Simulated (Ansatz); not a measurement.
# CH3BCl (SMILES C[B]Cl): the vertical energy of the quartet above the doublet from total energies

CH3BCl: 6 atoms, total charge 0, spin state doublet. As SMILES, `C[B]Cl`. The shape is that of a PBE0-D4/def2-TZVP optimisation.

Both states at this one shape; open shells run unrestricted unless said. 1 Eh = 27.2114 eV.

```tsv
level	program	doublet CH3BCl (Eh)	quartet CH3BCl (Eh)
UPBE/aug-cc-pVDZ	Ansatz	-524.651629	-524.438708
UMP2/aug-cc-pVDZ, 7 core orbitals frozen	Ansatz	-524.155298	-523.911516
```

Task: Work out the vertical gap, second state less first, at each level.

Result: 
1. UPBE/aug-cc-pVDZ: -524.438708 − (-524.651629) = 0.212921 Eh = 5.79 eV.
2. UMP2/aug-cc-pVDZ: -523.911516 − (-524.155298) = 0.243782 Eh = 6.63 eV.

No measured value is set beside it here; the levels span 5.79 to 6.63 eV.
